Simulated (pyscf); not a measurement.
Thermochemistry of product channels of `[BH2][Cl]` + `[H]` [doublet] on the doublet surface, in kJ/mol, from ωB97M-D3(BJ)/def2-TZVP energies (ideal gas, 1 atm, RRHO with modes under 100 cm⁻¹ raised to 100, one conformer, R ln 2 for rigid chiral ones). PySCF, gas phase, ωB97X-D3(BJ)/def2-SVP geometries.

| products | ΔE | ΔH(298 K) | ΔG(298 K) | ΔG(600 K) |
|---|---|---|---|---|
| `[BH3]` + `[Cl]` [doublet] | +75.2 | +87.7 | +88.1 | +89.2 |
| `[BH2]` [doublet] + `[ClH]` | +99.1 | +101.5 | +92.0 | +82.4 |
| `[BH][Cl]` [doublet] + `[H][H]` | +10.0 | +9.3 | +2.9 | -4.0 |

These are energies of the channels, which say nothing of barriers. Left out: orbital degeneracy and the spin-orbit lowering of Cl.
